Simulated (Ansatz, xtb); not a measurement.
**C2H7Si−: which of two isomers lies lower**

Structure X: `CC[SiH2-]`, a singlet. Structure Y: `[CH2-][SiH2]C`, a singlet. Both are isolated ions in the gas phase, relaxed with B3LYP-D3(BJ)/def2-SVPD; the shapes shown needn't be the lowest conformers.

X (Å):

```yaml
atoms:
  - { symbol: C, position_ang: [-0.4762, -0.4008, -1.6002] }
  - { symbol: C, position_ang: [-1.0164, 1.0114, -1.3492] }
  - { symbol: Si, position_ang: [-0.8625, 1.5656, 0.5571] }
  - { symbol: H, position_ang: [0.6004, -0.4520, -1.3643] }
  - { symbol: H, position_ang: [-0.9774, -1.1324, -0.9435] }
  - { symbol: H, position_ang: [-0.6017, -0.7441, -2.6457] }
  - { symbol: H, position_ang: [-2.0869, 1.0450, -1.6259] }
  - { symbol: H, position_ang: [-0.5019, 1.7248, -2.0181] }
  - { symbol: H, position_ang: [0.6608, 1.8755, 0.5122] }
  - { symbol: H, position_ang: [-1.2666, 3.0485, 0.3338] }
```

Y (Å):

| atom | x (Å) | y (Å) | z (Å) |
| --- | --- | --- | --- |
| C | -0.7553 | -0.8798 | -1.9198 |
| C | -0.9935 | 2.1346 | -0.6515 |
| Si | -0.1793 | 0.3708 | -0.7958 |
| H | -0.4917 | -0.8521 | -2.9850 |
| H | -1.6399 | -1.4877 | -1.6895 |
| H | -0.2375 | -0.0644 | 0.6635 |
| H | 1.2708 | 0.7710 | -1.0395 |
| H | -0.9500 | 2.6648 | -1.6188 |
| H | -0.4820 | 2.7584 | 0.1082 |
| H | -2.0576 | 2.0515 | -0.3696 |

Quicker runs give these differences E(Y) − E(X): GFN2-xTB −1.0 kcal/mol; HF/STO-3G +20.7 kcal/mol (at GFN2-xTB geometries); r2SCAN-D4/def2-SVPD +2.3 kcal/mol (at GFN2-xTB geometries).

Which of the two would you expect CCSD(T)/def2-SVPD + ΔMP2/def2-TZVPPD electronic energies to favour?

Structure X; the calculation gives E(Y) − E(X) = +3.3 kcal/mol.

Level by level:

| level | geometry | E(Y) − E(X) (kcal/mol) | departure from the last row (kcal/mol) | job, with rough time for the two |
| --- | --- | --- | --- | --- |
| GFN2-xTB | GFN2-xTB | −1.0 | −4.2 | optimisation, 0.11 s |
| HF/STO-3G | GFN2-xTB | +20.7 | +17.4 | single point, 0.2 s |
| r2SCAN-D4/def2-SVPD | GFN2-xTB | +2.3 | −1.0 | single point, 3.7 s |
| B3LYP-D3(BJ)/def2-SVPD | B3LYP-D3(BJ)/def2-SVPD | +7.0 | +3.7 | optimisation, 29 s |
| HF/def2-SVPD | B3LYP-D3(BJ)/def2-SVPD | +7.6 | +4.3 | part of the CCSD(T) run |
| MP2/def2-SVPD | B3LYP-D3(BJ)/def2-SVPD | +4.9 | +1.7 | part of the CCSD(T) run |
| CCSD(T)/def2-SVPD | B3LYP-D3(BJ)/def2-SVPD | +8.1 | +4.8 | single point |
| CCSD(T)/def2-SVPD + ΔMP2/def2-TZVPPD | B3LYP-D3(BJ)/def2-SVPD | +3.3 |  | single point, 27 s |

As drawn, Y has 1 C–Si in place of 1 C–C.

GFN2-xTB puts the two in the other order. The largest departure from CCSD(T)/def2-SVPD + ΔMP2/def2-TZVPPD is that of HF/STO-3G, 17.4 kcal/mol. The last row adds to CCSD(T) the change of the MP2 difference between the two basis sets, here −4.8 kcal/mol, a large step that makes the value less sure.

With harmonic frequencies from B3LYP-D3(BJ)/def2-SVPD (ideal gas, rigid rotor, one conformer each, 298.15 K, 1 atm): on the last row, ΔE + ΔZPE = +0.7, ΔH = +1.2, ΔG = +0.4 kcal/mol. In free energy the two are nearly level.

The correlated steps freeze 7 core orbitals. Mirror images aren't counted in ΔG. Run with Ansatz 0.2.0, xtb 6.7.1; the last row on 2 threads of Arm Neoverse V1 on a shared host.
